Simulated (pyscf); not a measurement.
`[S]=[Ge]` [singlet] + `[SH2]` → `[S]=[Ge]=[S]` + `[H][H]`, a concerted two-bond exchange (singlet surface; H–S, H–S broken, Ge–S, H–H formed). PySCF, gas phase, ωB97X-D3(BJ)/def2-SVP geometries. Energies in kcal/mol from the separated reactants.

Small-basis levels: PySCF, no dispersion term, spherical d functions. 

**Question.** In single points MP2/6-31G*+LANL2DZ puts the saddle at 67.9 kcal/mol and the reaction energy at +13.4 kcal/mol. Should these be trusted to within a few kcal/mol? Compare with ωB97M-D3(BJ)/def2-TZVP.

**Answer.** ωB97M-D3(BJ)/def2-TZVP gives ΔE‡ = 59.3 kcal/mol and ΔE = +11.9 kcal/mol. MP2/6-31G*+LANL2DZ lies 8.6 kcal/mol over it in the barrier and 1.5 kcal/mol over it in the reaction energy, so on this step it does not hold to within 3.0 kcal/mol. ωB97M-D3(BJ)/def2-TZVP has limits of its own. On the reactant side the descent ends in a complex, 5.7 kcal/mol under the separated species and 62.9 kcal/mol under the saddle at ωB97X-D3(BJ)/def2-TZVP. At ωB97X-D3(BJ)/def2-TZVP the barrier from the zero used here is 57.2 kcal/mol. The same reactants have a lower exit, to HS–Ge:–SH [singlet] (barrier +11.8 kcal/mol at ωB97M-D3(BJ)/def2-TZVP, against +59.3 kcal/mol here). One saddle was located; it need not be the lowest between these sides. In the def2 sets elements up to Kr have no core potential.
